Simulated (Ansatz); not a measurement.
`C/C=C(\N)F` and `C/C=C/N` differ in one atom or group (the configuration at the double bond changes too).

Ansatz, PBE0-D4/def2-TZVP geometries, multiplicity 1. Each molecule was computed in one conformer, which needn't be the lowest.

```
                                                                                  property  `C/C=C(\N)F`
                                                         HOMO energy (PBE/def2-TZVPP) / eV         -4.86
                                            size of the dipole moment (PBE/def2-TZVPP) / D          2.14
ideal-gas entropy at 298 K and 1 bar (rigid rotor, harmonic PBE0-D4/def2-TZVP) / J/(mol·K)           317
                                                   HOMO–LUMO gap (ωB97M-V/def2-TZVPP) / eV         10.57
                                        size of the dipole moment (ωB97M-V/def2-TZVPP) / D          2.20
                                                        HOMO energy (PBE0/def2-TZVPP) / eV         -6.05
```

**Question.** What does the change do to each property? (Best estimate.)

**Answer.** The calculation gave: 
```
                                                                                  property  `C/C=C/N`  shift
                                                         HOMO energy (PBE/def2-TZVPP) / eV      -4.57   0.29
                                            size of the dipole moment (PBE/def2-TZVPP) / D       1.35  -0.79
ideal-gas entropy at 298 K and 1 bar (rigid rotor, harmonic PBE0-D4/def2-TZVP) / J/(mol·K)        293    -24
                                                   HOMO–LUMO gap (ωB97M-V/def2-TZVPP) / eV      10.57   0.00
                                        size of the dipole moment (ωB97M-V/def2-TZVPP) / D       1.30  -0.90
                                                        HOMO energy (PBE0/def2-TZVPP) / eV      -5.71   0.34
```

Dipoles are sizes alone; their direction can turn.
